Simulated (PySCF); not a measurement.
# C4H8O2 (butyric acid): the cost of one run

Programs: PySCF 2.14.0, with density-fitted response routines of our own. Each step states its level of theory. These are calculated values for one molecule in the gas phase, unless marked as measured. Atoms are numbered from 0 throughout.

**1. The starting structure**

14 atoms, charge 0, multiplicity 1; geometry from: MMFF94s.

Bonds of the start (Å): C0–C1 1.52, C1–C2 1.53, C2–C3 1.50, C3–O4 1.22, C3–O5 1.35, C0–H6 1.09, C0–H7 1.09, C0–H8 1.09, C1–H9 1.10, C1–H10 1.10, C2–H11 1.10, C2–H12 1.10, O5–H13 0.98.

**2. Geometry optimisation at PBE0-D3(BJ)/def2-SVP**

The job: settings as JSON, then the geometry in Å.

```
{"job": {"xc": "PBE0", "basis": "def2-SVP", "d3": "d3bj", "grid": 1, "kind": "geom"}, "charge": 0, "multiplicity": 1}
C     -1.935527    -0.359152     0.652526
C     -0.652448     0.428060     0.442678
C      0.388558    -0.389988    -0.316644
C      1.660631     0.385740    -0.526601
O      1.906682     1.523915    -0.167644
O      2.581623    -0.334783    -1.197076
H     -2.666542     0.245763     1.198056
H     -2.380159    -0.647164    -0.305432
H     -1.747373    -1.268767     1.231776
H     -0.878590     1.349251    -0.107716
H     -0.251077     0.732826     1.416682
H     -0.005581    -0.673156    -1.298903
H      0.630582    -1.298082     0.246516
H      3.349220     0.270690    -1.268216
```

The run is started by

```
$ OMP_NUM_THREADS=1 python probes_run.py task.json out
```

The driver reads the jobs from task.json and runs them one after another.

**Question.** How long does this first job take on 1 thread of Intel Xeon Platinum 8259CL at 2.50GHz, shared host, and how much memory does it need?

About 42 s, with a peak of 0.51 GiB.
